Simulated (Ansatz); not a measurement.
**AlN+ (doublet): the correlation ladder, 6-31G**

Aim: climb from Hartree-Fock through coupled cluster for AlN+ (doublet) at one geometry and basis, and see what each rung misses.

The runs use Ansatz 0.2.0, Gaussian basis; 6-31G, core rule «outside noble gas», up to 6 orbitals frozen.

The runs, in order: UHF; CCSD(T) on ROHF; CCSD(T) on UHF; BCCD(T) on ROHF; CCSDT(Q) on ROHF; CCSDT(Q) on UHF; Full CI.

13 further runs of the same task are left out: 2 for a known fault of the program, 8 that didn't finish, 3 set aside as unsound or not needed.

## Step 1: What is computed

The geometry is a PBE0/def2-TZVP stationary point (not a proven minimum) of the parent state, kept for this charge and spin.

2 atoms, charge 1, spin multiplicity 2.

Atoms are counted from 1 here; the program's logs count them from 0.

Bond lengths: Al1–N2 1.668 Å.

## Step 2: UHF

in.yaml reads:

```yaml
crystal:
  periodic: [false, false, false]
  atoms:
    - {symbol: Al, position_ang: [0.000000, 0.000000, 0.000000]}
    - {symbol: N, position_ang: [0.000000, 0.000000, 1.668087]}
basis:
  gaussian: {orbitals: 6-31G}
total_charge: 1
magnetization: {spin_polarized: true, initial_magnetization: 1}
hamiltonian: {xc: hf}
output: {orbitals: {seedname: orbitals}}
```

On the command line:

```sh
$ ansatz run in.yaml --threads 1 --pin off --events-out ev --progress --plain --max-ram 2176MiB
```

The runs that follow: CCSD(T) on ROHF; CCSD(T) on UHF; BCCD(T) on ROHF; CCSDT(Q) on ROHF; CCSDT(Q) on UHF; Full CI.

Q: Predict the results of all the runs planned. Wanted: FCI below the RHF energy; RMP2 from FCI; UMP2 from FCI; RCCSD from FCI; RCCSD(T) from FCI; UCCSD(T) from FCI; RCCSDT(Q) from FCI; UCCSDT(Q) from FCI; T1 diagnostic.

The runs gave:

```
                         quantity                                 value
         FCI below the RHF energy                            -4.7820 eV
                    RMP2 from FCI                           +1282.9 meV
                    UMP2 from FCI                            +949.2 meV
                   RCCSD from FCI                            +295.4 meV
                RCCSD(T) from FCI                             +46.7 meV
                UCCSD(T) from FCI                            +133.2 meV
               RCCSDT(Q) from FCI                             -12.7 meV
               UCCSDT(Q) from FCI                             -13.8 meV
levels within 1 kcal/mol (43 meV)  RCCSDT, UCCSDT, RCCSDT(Q), UCCSDT(Q)
                    T1 diagnostic                                 0.098
   effectively unpaired electrons                                  1.67
```

In words: RCCSD(T) lands +46.7 meV from the yardstick (1.0 % of the correlation energy). CCSD(T) misses by +46.7 meV on the restricted determinant and by +133.2 meV on the unrestricted one; the two need not hold the same state or core. RCCSDT(Q), UCCSDT(Q) fall below full CI: unrestricted runs freeze a spin-polarised core, another one than full CI's, and coupled cluster isn't variational. The occupations show some static correlation. Coupled cluster took another determinant than the lowest Hartree-Fock one. These misses are within one basis, not against nature; the frozen cores of restricted and unrestricted runs differ, which can shift their rows.
